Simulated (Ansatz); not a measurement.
**How far each method lies from full CI for SiH4⁺, doublet**

All five atoms lie in one plane.

Geometry: a point of a stretch scan, not a stationary point.

```xyz
5

Si    0.0002    0.0125   -0.0126
H    -0.0110    1.1034    1.0712
H    -0.0229   -1.4711    1.4805
H     0.0170    1.0964   -1.1034
H     0.0114   -1.0783   -1.0964
```

Basis 6-31G; Ansatz 0.2.0. Correlated methods freeze the noble-gas cores, which leaves 7 electrons in 16 orbitals. Prefix R: restricted or restricted open-shell reference; prefix U: unrestricted. Active spaces: valence = (7e, 8o) chosen from the atoms' valence shells; pair = (3e, 3o) about the gap.

Full CI is exact within this basis and frozen core; it isn't the basis-set limit. The frozen core follows each run's orbitals, which can shift R against U totals by a few meV.

For open shells CISD and CISDTQ are restricted-active-space CI with the open shells as a complete middle space.

The UHF ⟨S²⟩ is 0.819, the T1 diagnostic (RCCSD) is 0.0434 and the largest doubles amplitude (RCCSD) is 0.085. The T1 diagnostic (UCCSD) is 0.0210.

```csv
level,E − E(RHF) (eV)
UHF,-0.1681
RMP2,-1.4742
UMP2,-1.5204
RCCSD,-2.2281
UCCSD,-2.2273
RCCSD(T),-2.2557
UCCSD(T),-2.2549
```

(1) Estimate how far full CI in 6-31G lies from RCCSD(T). The table doesn't fix it; the size of (T) and the diagnostics are the guide.

(1) Full CI in 6-31G lies 1.6 kJ/mol below RCCSD(T), which is 61 % of the (T) step (-2.7 kJ/mol). T1 is raised, and the rest is a large part of (T).

The other levels:

```csv
level,E − E(full CI) (kJ/mol),share of correlation (%),wall time
CISD,12.7,94.22,0.27 s
BCCD(T),1.6,99.26,0.39 s
RCCSDT,0.1,99.94,–
UCCSDT,0.1,99.94,–
CISDTQ,0.2,99.92,0.96 s
RCCSDT(Q),0.0,99.98,1.7 s
UCCSDT(Q),0.0,99.99,2 s
RCCSDTQ,0.0,100.00,9.5 s
UCCSDTQ,0.0,100.00,11 s
CASSCF (pair space),163.1,25.62,–
NEVPT2 (pair space),62.0,71.71,0.27 s
MRCISD (pair space),9.3,95.74,–
MRCISD+Q (pair space),-0.4,100.20,0.33 s
CASSCF (valence space),34.1,84.44,–
NEVPT2 (valence space),9.0,95.88,1.4 s
MRCISD (valence space),0.9,99.59,–
MRCISD+Q (valence space),0.6,99.71,2.1 s
```

The correlation energy at full CI, counted from RHF, is -2.273 eV. That run took 1.7 s on 1 thread of Intel Xeon 6975P-C, shared host over 272,520 determinants.

Times hold each run's SCF and search for its determinant on a shared host, so for small cases they say little of a method's own cost; they ran on 1 thread of Intel Xeon 6975P-C.

The full-CI state has the irrep A1 of C2v, in the program's axes.

Natural occupations of full CI about the gap: 1.970 1.951 1.931 1.003 0.070 0.032 0.022 0.009 0.003 0.003; effectively unpaired electrons, Σ n²(2−n)², 1.05.
